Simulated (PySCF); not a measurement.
**A gas-phase reaction: ClFH2Si + H3N → ClH4NSi + FH**

Aim: the reaction energy of `F[SiH2]Cl` + `N` → `N[SiH2]Cl` + `F`.

Computed with PySCF 2.14.0; each step states its level. No surroundings beyond the atoms listed, unless a continuum is named. Atoms count from 0, parts from 1.

## Step 1: Starting point

Each species was relaxed by itself at PBE0-D3(BJ)/def2-SVPD.

## Step 2: Reaction energy: wB97M-D3(BJ)/def2-TZVPD

Job settings and geometry (Å):

```
{"job": {"kind": "react", "xc": "wB97M-D3(BJ)", "basis": "def2-TZVPD"}, "charge": 0, "multiplicity": 1}
-1 ClFH2Si charge 0 multiplicity 1
F     -0.910770     1.338100     0.440050
Si    -0.061060     0.019980     0.002350
Cl     1.711510     0.017230     1.050650
H      0.236950     0.132520    -1.442980
H     -0.846770    -1.173270     0.388310

-1 H3N charge 0 multiplicity 1
N      0.007530    -0.003020     0.284380
H      0.919000    -0.224080    -0.105760
H     -0.650630    -0.679070    -0.092000
H     -0.259650     0.907710    -0.077630

+1 ClH4NSi charge 0 multiplicity 1
N      0.492690    -0.804370     0.465240
Si    -0.701330     0.279720    -0.119200
Cl    -1.120460     0.098120    -2.169170
H      1.473620    -0.668900     0.260160
H      0.275150    -1.779440     0.623250
H     -1.980850    -0.008460     0.574050
H     -0.215930     1.669740     0.062760

+1 FH charge 0 multiplicity 1
F      0.459040     0.009480    -0.029560
H     -0.459040    -0.009480     0.029560
```

Level: wB97M-D3(BJ)/def2-TZVPD reaction energy of separated species, gas phase.

The run is started by

```sh
> OMP_NUM_THREADS=1 python cluster_run.py task.json out
```

One launch serves the whole session: the jobs run in the order shown.

The log of the run:

```text
species 1 (ClFH2Si)
coarse grid: 22976 points
cycle   1  E = -850.9530690305  dE =  5.561e-02  |g| = 5.887e-01  |ddm| = 1.630e+00
cycle   2  E = -850.9521924547  dE =  8.766e-04  |g| = 6.981e-01  |ddm| = 6.884e-01
cycle   3  E = -851.0225273417  dE = -7.033e-02  |g| = 5.008e-02  |ddm| = 3.194e-01
cycle   4  E = -851.0230645205  dE = -5.372e-04  |g| = 1.998e-02  |ddm| = 5.714e-02
cycle   5  E = -851.0231464772  dE = -8.196e-05  |g| = 3.018e-03  |ddm| = 1.817e-02
cycle   6  E = -851.0231499382  dE = -3.461e-06  |g| = 7.009e-04  |ddm| = 6.062e-03
final grid: 46024 points
cycle   7  E = -851.0231654160  dE = -2.583e-07  |g| = 5.269e-04  |ddm| = 1.740e-03
cycle   8  E = -851.0231654329  dE = -1.687e-08  |g| = 5.587e-04  |ddm| = 5.893e-04
cycle   9  E = -851.0231654755  dE = -4.265e-08  |g| = 5.445e-05  |ddm| = 2.406e-04
cycle  10  E = -851.0231654772  dE = -1.620e-09  |g| = 2.832e-05  |ddm| = 9.443e-05
cycle  11  E = -851.0231654775  dE = -3.746e-10  |g| = 4.134e-06  |ddm| = 4.558e-05
converged SCF energy = -851.0231654775

species 2 (H3N)
coarse grid: 12536 points
cycle   1  E = -56.5694049595  dE = -1.294e-01  |g| = 3.023e-01  |ddm| = 1.089e+00
cycle   2  E = -56.5779586397  dE = -8.554e-03  |g| = 2.716e-01  |ddm| = 2.675e-01
cycle   3  E = -56.5918801106  dE = -1.392e-02  |g| = 2.124e-02  |ddm| = 1.115e-01
cycle   4  E = -56.5919857016  dE = -1.056e-04  |g| = 5.194e-03  |ddm| = 1.727e-02
cycle   5  E = -56.5919968378  dE = -1.114e-05  |g| = 7.323e-04  |ddm| = 8.711e-03
cycle   6  E = -56.5919972529  dE = -4.151e-07  |g| = 1.111e-04  |ddm| = 3.174e-03
final grid: 27112 points
cycle   7  E = -56.5919843658  dE = -1.746e-08  |g| = 6.658e-05  |ddm| = 8.867e-04
cycle   8  E = -56.5919843680  dE = -2.199e-09  |g| = 5.420e-05  |ddm| = 2.820e-04
cycle   9  E = -56.5919843687  dE = -7.057e-10  |g| = 1.258e-05  |ddm| = 5.604e-05
converged SCF energy = -56.5919843687

species 3 (ClH4NSi)
coarse grid: 27736 points
cycle   1  E = -807.0392269999  dE =  5.534e-02  |g| = 3.971e-01  |ddm| = 1.834e+00
cycle   2  E = -807.0587538564  dE = -1.953e-02  |g| = 3.341e-01  |ddm| = 5.084e-01
cycle   3  E = -807.0805022620  dE = -2.175e-02  |g| = 3.494e-02  |ddm| = 2.277e-01
cycle   4  E = -807.0807866893  dE = -2.844e-04  |g| = 1.906e-02  |ddm| = 4.673e-02
cycle   5  E = -807.0808680044  dE = -8.132e-05  |g| = 3.277e-03  |ddm| = 1.679e-02
cycle   6  E = -807.0808729463  dE = -4.942e-06  |g| = 5.596e-04  |ddm| = 7.498e-03
final grid: 56152 points
cycle   7  E = -807.0808260213  dE = -2.266e-07  |g| = 3.061e-04  |ddm| = 2.670e-03
cycle   8  E = -807.0808260494  dE = -2.810e-08  |g| = 2.704e-04  |ddm| = 7.430e-04
cycle   9  E = -807.0808260652  dE = -1.574e-08  |g| = 4.624e-05  |ddm| = 1.664e-04
cycle  10  E = -807.0808260670  dE = -1.816e-09  |g| = 2.095e-05  |ddm| = 1.773e-04
cycle  11  E = -807.0808260672  dE = -1.645e-10  |g| = 3.540e-06  |ddm| = 4.053e-05
converged SCF energy = -807.0808260672

species 4 (FH)
coarse grid: 7776 points
cycle   1  E = -100.4688195500  dE = -9.407e-02  |g| = 4.644e-01  |ddm| = 6.197e-01
cycle   2  E = -100.4725010365  dE = -3.681e-03  |g| = 5.038e-01  |ddm| = 3.808e-01
cycle   3  E = -100.5053138466  dE = -3.281e-02  |g| = 2.574e-02  |ddm| = 1.678e-01
cycle   4  E = -100.5053898235  dE = -7.598e-05  |g| = 5.006e-03  |ddm| = 1.077e-02
cycle   5  E = -100.5053944645  dE = -4.641e-06  |g| = 4.334e-04  |ddm| = 3.766e-03
final grid: 16976 points
cycle   6  E = -100.5053933783  dE = -6.405e-08  |g| = 1.054e-04  |ddm| = 8.215e-04
cycle   7  E = -100.5053933818  dE = -3.450e-09  |g| = 7.979e-05  |ddm| = 2.175e-04
cycle   8  E = -100.5053933826  dE = -8.340e-10  |g| = 2.077e-05  |ddm| = 3.729e-05
converged SCF energy = -100.5053933826

Reaction energy = 17.368 kcal/mol
```

Run time: 20 s. Hardware: 1 thread of Arm Neoverse V1, shared host; peak memory 0.57 GiB.

Species by species (with the dispersion term, which the log's SCF energies lack):

```
 ν    species  energy (Eh)  HOMO (eV)
-1  F[SiH2]Cl   -851.02714     -11.68
-1          N    -56.59358     -10.26
+1  N[SiH2]Cl   -807.08741     -10.48
+1          F   -100.50563     -14.54
```

## Step 3: Energies of the species: PBE0-D3(BJ)/def2-TZVPD

Settings changed since step 2:

```diff
@@ -1,2 +1,2 @@
-{"job": {"kind": "react", "xc": "wB97M-D3(BJ)", "basis": "def2-TZVPD"}, "charge": 0, "multiplicity": 1}
+{"job": {"kind": "react", "xc": "PBE0", "basis": "def2-TZVPD", "disp": "d3bj"}, "charge": 0, "multiplicity": 1}
 -1 ClFH2Si charge 0 multiplicity 1
```

Level: PBE0-D3(BJ)/def2-TZVPD reaction energy of separated species, gas phase.

The log of the run:

```text
species 1 (ClFH2Si)
coarse grid: 5576 points
cycle   1  E = -850.4889102899  dE =  8.810e-02  |g| = 5.655e-01  |ddm| = 1.670e+00
cycle   2  E = -850.4043720493  dE =  8.454e-02  |g| = 9.449e-01  |ddm| = 7.743e-01
cycle   3  E = -850.5434315219  dE = -1.391e-01  |g| = 5.769e-02  |ddm| = 4.641e-01
cycle   4  E = -850.5439831191  dE = -5.516e-04  |g| = 2.825e-02  |ddm| = 6.740e-02
cycle   5  E = -850.5441432988  dE = -1.602e-04  |g| = 3.855e-03  |ddm| = 2.166e-02
cycle   6  E = -850.5441460956  dE = -2.797e-06  |g| = 1.225e-03  |ddm| = 3.310e-03
final grid: 46024 points
cycle   7  E = -850.5469381998  dE = -1.943e-05  |g| = 3.403e-03  |ddm| = 1.592e-02
cycle   8  E = -850.5469373104  dE =  8.895e-07  |g| = 3.808e-03  |ddm| = 4.490e-03
cycle   9  E = -850.5469399174  dE = -2.607e-06  |g| = 5.448e-04  |ddm| = 2.577e-03
cycle  10  E = -850.5469399565  dE = -3.914e-08  |g| = 1.523e-04  |ddm| = 2.954e-04
cycle  11  E = -850.5469399612  dE = -4.630e-09  |g| = 3.067e-05  |ddm| = 1.234e-04
cycle  12  E = -850.5469399614  dE = -2.428e-10  |g| = 6.061e-06  |ddm| = 2.248e-05
converged SCF energy = -850.5469399614

species 2 (H3N)
coarse grid: 2928 points
cycle   1  E = -56.4895232136  dE = -9.632e-02  |g| = 3.707e-01  |ddm| = 1.101e+00
cycle   2  E = -56.4631025485  dE =  2.642e-02  |g| = 5.179e-01  |ddm| = 4.421e-01
cycle   3  E = -56.5202030667  dE = -5.710e-02  |g| = 1.575e-02  |ddm| = 2.483e-01
cycle   4  E = -56.5202515268  dE = -4.846e-05  |g| = 3.353e-03  |ddm| = 8.628e-03
cycle   5  E = -56.5202536976  dE = -2.171e-06  |g| = 3.220e-04  |ddm| = 2.234e-03
final grid: 27112 points
cycle   6  E = -56.5150253483  dE = -1.150e-05  |g| = 5.652e-03  |ddm| = 1.632e-02
cycle   7  E = -56.5150198237  dE =  5.525e-06  |g| = 7.734e-03  |ddm| = 5.820e-03
cycle   8  E = -56.5150317373  dE = -1.191e-05  |g| = 1.446e-04  |ddm| = 3.498e-03
cycle   9  E = -56.5150317419  dE = -4.614e-09  |g| = 3.183e-05  |ddm| = 9.581e-05
cycle  10  E = -56.5150317422  dE = -2.968e-10  |g| = 3.524e-06  |ddm| = 3.002e-05
converged SCF energy = -56.5150317422

species 3 (ClH4NSi)
coarse grid: 6792 points
cycle   1  E = -806.6034446566  dE =  6.147e-02  |g| = 4.304e-01  |ddm| = 1.901e+00
cycle   2  E = -806.5771462414  dE =  2.630e-02  |g| = 5.608e-01  |ddm| = 6.359e-01
cycle   3  E = -806.6431640006  dE = -6.602e-02  |g| = 5.450e-02  |ddm| = 3.553e-01
cycle   4  E = -806.6437639547  dE = -6.000e-04  |g| = 2.543e-02  |ddm| = 6.183e-02
cycle   5  E = -806.6438943440  dE = -1.304e-04  |g| = 3.390e-03  |ddm| = 2.089e-02
cycle   6  E = -806.6438968202  dE = -2.476e-06  |g| = 1.539e-03  |ddm| = 3.947e-03
final grid: 56152 points
cycle   7  E = -806.6400196643  dE = -1.677e-05  |g| = 5.851e-03  |ddm| = 2.621e-02
cycle   8  E = -806.6400142229  dE =  5.441e-06  |g| = 7.649e-03  |ddm| = 7.706e-03
cycle   9  E = -806.6400259750  dE = -1.175e-05  |g| = 6.411e-04  |ddm| = 4.451e-03
cycle  10  E = -806.6400260500  dE = -7.493e-08  |g| = 1.676e-04  |ddm| = 5.535e-04
cycle  11  E = -806.6400260570  dE = -7.081e-09  |g| = 3.639e-05  |ddm| = 1.552e-04
cycle  12  E = -806.6400260574  dE = -3.697e-10  |g| = 9.161e-06  |ddm| = 3.137e-05
converged SCF energy = -806.6400260574

species 4 (FH)
coarse grid: 1712 points
cycle   1  E = -100.3540990540  dE = -3.604e-02  |g| = 4.957e-01  |ddm| = 6.253e-01
cycle   2  E = -100.3145830419  dE =  3.952e-02  |g| = 7.430e-01  |ddm| = 5.125e-01
cycle   3  E = -100.3938212344  dE = -7.924e-02  |g| = 2.284e-02  |ddm| = 2.892e-01
cycle   4  E = -100.3938967943  dE = -7.556e-05  |g| = 4.205e-03  |ddm| = 9.787e-03
cycle   5  E = -100.3938987779  dE = -1.984e-06  |g| = 3.555e-04  |ddm| = 1.247e-03
final grid: 16976 points
cycle   6  E = -100.3948395786  dE = -1.855e-05  |g| = 3.989e-03  |ddm| = 7.496e-03
cycle   7  E = -100.3948376627  dE =  1.916e-06  |g| = 5.485e-03  |ddm| = 3.346e-03
cycle   8  E = -100.3948417326  dE = -4.070e-06  |g| = 9.947e-05  |ddm| = 2.008e-03
cycle   9  E = -100.3948417339  dE = -1.284e-09  |g| = 1.780e-05  |ddm| = 3.931e-05
cycle  10  E = -100.3948417339  dE = -4.719e-11  |g| = 3.054e-06  |ddm| = 1.026e-05
converged SCF energy = -100.3948417339

Reaction energy = 16.318 kcal/mol
```

Wall time 12 s (1 thread of Arm Neoverse V1, shared host); peak memory 0.55 GiB.

Reaction energy at this level: 16.32 kcal/mol.

## Step 4: Energies of the species: MP2/def2-TZVPD

Settings changed since step 3:

```diff
@@ -1,2 +1,2 @@
-{"job": {"kind": "react", "xc": "PBE0", "basis": "def2-TZVPD", "disp": "d3bj"}, "charge": 0, "multiplicity": 1}
+{"job": {"kind": "react", "xc": "MP2", "basis": "def2-TZVPD"}, "charge": 0, "multiplicity": 1}
 -1 ClFH2Si charge 0 multiplicity 1
```

Method: MP2/def2-TZVPD reaction energy of separated species, gas phase.

The log of the run:

```text
species 1 (ClFH2Si)
final grid: 46024 points
cycle   1  E = -849.1550788199  dE = -1.709e-02  |g| = 5.361e-01  |ddm| = 1.599e+00
cycle   2  E = -849.2057023309  dE = -5.062e-02  |g| = 3.366e-01  |ddm| = 4.835e-01
cycle   3  E = -849.2228761557  dE = -1.717e-02  |g| = 3.992e-02  |ddm| = 1.783e-01
cycle   4  E = -849.2234353466  dE = -5.592e-04  |g| = 1.341e-02  |ddm| = 5.599e-02
cycle   5  E = -849.2234936961  dE = -5.835e-05  |g| = 3.157e-03  |ddm| = 1.579e-02
cycle   6  E = -849.2234982102  dE = -4.514e-06  |g| = 8.797e-04  |ddm| = 4.648e-03
cycle   7  E = -849.2234988696  dE = -6.594e-07  |g| = 2.563e-04  |ddm| = 1.483e-03
cycle   8  E = -849.2234989252  dE = -5.558e-08  |g| = 4.832e-05  |ddm| = 4.628e-04
cycle   9  E = -849.2234989268  dE = -1.616e-09  |g| = 1.065e-05  |ddm| = 1.028e-04
cycle  10  E = -849.2234989269  dE = -6.094e-11  |g| = 2.551e-06  |ddm| = 1.628e-05
converged SCF energy = -849.2234989269

species 2 (H3N)
final grid: 27112 points
cycle   1  E = -56.2058949219  dE = -1.621e-01  |g| = 2.298e-01  |ddm| = 1.073e+00
cycle   2  E = -56.2178842953  dE = -1.199e-02  |g| = 7.796e-02  |ddm| = 1.404e-01
cycle   3  E = -56.2190895211  dE = -1.205e-03  |g| = 2.444e-02  |ddm| = 4.020e-02
cycle   4  E = -56.2192488404  dE = -1.593e-04  |g| = 5.225e-03  |ddm| = 1.749e-02
cycle   5  E = -56.2192629678  dE = -1.413e-05  |g| = 1.112e-03  |ddm| = 7.204e-03
cycle   6  E = -56.2192641869  dE = -1.219e-06  |g| = 2.934e-04  |ddm| = 3.286e-03
cycle   7  E = -56.2192642815  dE = -9.466e-08  |g| = 4.961e-05  |ddm| = 9.840e-04
cycle   8  E = -56.2192642836  dE = -2.082e-09  |g| = 4.564e-06  |ddm| = 1.082e-04
cycle   9  E = -56.2192642836  dE = -1.353e-11  |g| = 5.842e-07  |ddm| = 2.273e-05
converged SCF energy = -56.2192642836

species 3 (ClH4NSi)
final grid: 56152 points
cycle   1  E = -805.3031143851  dE =  3.294e-02  |g| = 3.510e-01  |ddm| = 1.805e+00
cycle   2  E = -805.3409225869  dE = -3.781e-02  |g| = 1.350e-01  |ddm| = 3.927e-01
cycle   3  E = -805.3455590725  dE = -4.636e-03  |g| = 3.732e-02  |ddm| = 1.491e-01
cycle   4  E = -805.3460656895  dE = -5.066e-04  |g| = 7.364e-03  |ddm| = 5.062e-02
cycle   5  E = -805.3460909955  dE = -2.531e-05  |g| = 3.061e-03  |ddm| = 1.244e-02
cycle   6  E = -805.3460945289  dE = -3.533e-06  |g| = 8.969e-04  |ddm| = 3.717e-03
cycle   7  E = -805.3460951145  dE = -5.856e-07  |g| = 2.322e-04  |ddm| = 1.618e-03
cycle   8  E = -805.3460951636  dE = -4.912e-08  |g| = 4.702e-05  |ddm| = 4.801e-04
cycle   9  E = -805.3460951650  dE = -1.407e-09  |g| = 1.375e-05  |ddm| = 8.801e-05
cycle  10  E = -805.3460951651  dE = -1.123e-10  |g| = 3.191e-06  |ddm| = 3.164e-05
converged SCF energy = -805.3460951651

species 4 (FH)
final grid: 16976 points
cycle   1  E = -100.0371211400  dE = -1.649e-01  |g| = 4.007e-01  |ddm| = 6.032e-01
cycle   2  E = -100.0578885359  dE = -2.077e-02  |g| = 2.336e-01  |ddm| = 2.533e-01
cycle   3  E = -100.0646346533  dE = -6.746e-03  |g| = 2.356e-02  |ddm| = 8.091e-02
cycle   4  E = -100.0647520747  dE = -1.174e-04  |g| = 6.199e-03  |ddm| = 1.253e-02
cycle   5  E = -100.0647677847  dE = -1.571e-05  |g| = 1.459e-03  |ddm| = 5.121e-03
cycle   6  E = -100.0647690575  dE = -1.273e-06  |g| = 2.290e-04  |ddm| = 1.848e-03
cycle   7  E = -100.0647690919  dE = -3.438e-08  |g| = 1.958e-05  |ddm| = 4.211e-04
cycle   8  E = -100.0647690921  dE = -1.847e-10  |g| = 2.360e-06  |ddm| = 2.495e-05
converged SCF energy = -100.0647690921

Reaction energy = 17.031 kcal/mol
```

Run time: 4.1 s. Hardware: 1 thread of Arm Neoverse V1, shared host; peak memory 0.37 GiB.

Reaction energy at this level: 17.03 kcal/mol.

## Step 5: Side by side

Energies in kcal/mol, with wall time:

```
                    run  reaction   time
wB97M-D3(BJ)/def2-TZVPD     17.37   20 s
 PBE0-D3(BJ)/def2-TZVPD     16.32   12 s
         MP2/def2-TZVPD     17.03  4.1 s
```

## Step 6: Summary of results

| quantity | value |
| --- | --- |
| reaction energy (wB97M-D3(BJ)/def2-TZVPD) | 17.37 kcal/mol |
| ΔH, ΔG at 298 K (xTB thermal terms) | +16.0, +16.4 kcal/mol |
| range of the reaction energy over the runs of this table | 16.32 to 17.37 kcal/mol |

In words: The reaction is endothermic by 16.0 kcal/mol in the gas phase; dispersion gives -0.79, and xTB itself gave 27.11 for the electronic energy (xTB energies and thermal terms come from the earlier relaxation of each species, not shown). No barrier was sought. The reaction energy runs from 16.32 (PBE0-D3(BJ)/def2-TZVPD) to 17.37 kcal/mol (wB97M-D3(BJ)/def2-TZVPD).
